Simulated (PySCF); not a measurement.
**The electron affinity along the third row**

Calculated with PySCF 2.14 from differences of total energies of unrestricted determinants, without spin-orbit coupling. Values in eV. The last column holds reference values (measured affinities from photodetachment; the arrow runs from anion to atom). Unmarked ones compare directly (S terms, centres of terms, or small fine structure); those marked * lie between the lowest fine-structure levels and include a spin-orbit shift.

```csv
element,configurations,UHF,MP2 (valence),SCS-MP2 (valence),CCSD (valence),CCSD(T) (valence),TPSSh,reference
"Al (dyall-av3z, spin-free X2C)",[Ne] 3s2 3p2 → [Ne] 3s2 3p1,0.009,0.358,0.257,0.368,0.420,0.495,0.433 *
"Si (dyall-av3z, spin-free X2C)",[Ne] 3s2 3p3 → [Ne] 3s2 3p2,0.843,1.379,1.197,1.318,1.378,1.422,1.390 *
"P (dyall-av3z, spin-free X2C)",[Ne] 3s2 3p4 → [Ne] 3s2 3p3,-0.336,0.459,0.530,0.537,0.606,0.804,0.747 *
"S (dyall-av3z, spin-free X2C)",[Ne] 3s2 3p5 → [Ne] 3s2 3p4,0.870,1.920,1.917,1.851,1.935,n/a,2.077 *
"Cl (dyall-av3z, spin-free X2C)",[Ar] → [Ne] 3s2 3p5,2.358,3.613,3.515,3.397,3.489,3.548,3.613 *
```

The highest occupied level of the anion is positive for Al⁻ at TPSSh; Si⁻ at TPSSh; P⁻ at TPSSh, so there the basis helps to hold the electron.

"Valence" correlates the outer s and p shells and, in groups 3 to 12 and the f block, the outer d or f shell, open or full, or the next shell where the ion has no valence electron left; the wider scheme adds the next inner shell.
